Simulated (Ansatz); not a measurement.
# HO3+: energies up the ladder

Aim: energies up the ladder, for HO3+, with the cost of each level. Charge +1.

Method: the levels named in each step, in Ansatz 0.2.0.

## 1. The starting structure

Bond lengths: O1–O2 1.172 Å, O2–O3 1.300 Å, O3–H4 1.009 Å. Angles: O1–O2–O3 121.4°, O2–O3–H4 119.8°.

Structure file:

```xyz
4

O     0.9191   -0.5892   -0.0059
O     0.2356    0.3629    0.0034
O    -1.0605    0.2668    0.0029
H    -1.4954   -0.6432   -0.0056
```

## 2. A rough first relaxation, PBE-D4/def2-SVP

input.yaml reads:

```yaml
crystal:
  periodic: [false, false, false]
  atoms:
    - { symbol: O, position_ang: [0.91911, -0.58919, -0.0059] }
    - { symbol: O, position_ang: [0.2356, 0.36292, 0.00336] }
    - { symbol: O, position_ang: [-1.0605, 0.2668, 0.00289] }
    - { symbol: H, position_ang: [-1.49541, -0.64317, -0.00556] }
total_charge: 1
basis:
  gaussian: { orbitals: def2-SVP }
hamiltonian:
  xc: pbe
  dispersion: d4
relax:
  f_tol: 0.03
  max_steps: 200
```

Command:

```
> ansatz run input.yaml --threads 2 --pin off --max-ram 5120MiB --backend cpu --events-out ev --progress --plain --runs-dir out
```

The runs that follow: Relaxation, PBE0-D4/def2-TZVPP; Frequencies, PBE0-D4/def2-TZVPP; Single point, PBE-D4/def2-TZVPP; Single point, r2SCAN-D4/def2-TZVPP; Single point, B3LYP-D4/def2-TZVPP; Single point, wB97M-V/def2-TZVPP; Single point, B2PLYP/def2-TZVPP; Single point, LDA/def2-TZVPP; Single point, PBE0-D4/def2-SVP; Single point, PBE-D4/def2-SVP; Single point, CCSD(T)/def2-TZVPP; Single point, CCSD(T)/def2-QZVPP.

Before running it: what results should come out? Wanted: O1–O2 at PBE0-D4/def2-TZVPP; O2–O3 at PBE0-D4/def2-TZVPP; frequencies at PBE0-D4/def2-TZVPP; energy at CCSD(T)/CBS.

The runs gave:

| quantity | value |
| --- | --- |
| O1–O2 at PBE0-D4/def2-TZVPP | 1.171 Å |
| O2–O3 at PBE0-D4/def2-TZVPP | 1.347 Å |
| frequencies at PBE0-D4/def2-TZVPP | 645 to 3445 cm⁻¹ |
| energy at CCSD(T)/CBS | -6135.610 eV |

No mode is imaginary, so the geometry is a minimum. These totals serve in differences with atoms or fragments at the same level; alone they don't rank the methods. A T1 diagnostic of 0.044 (charge +1) lies over the usual mark for one of the runs, a hint of some multireference character there.
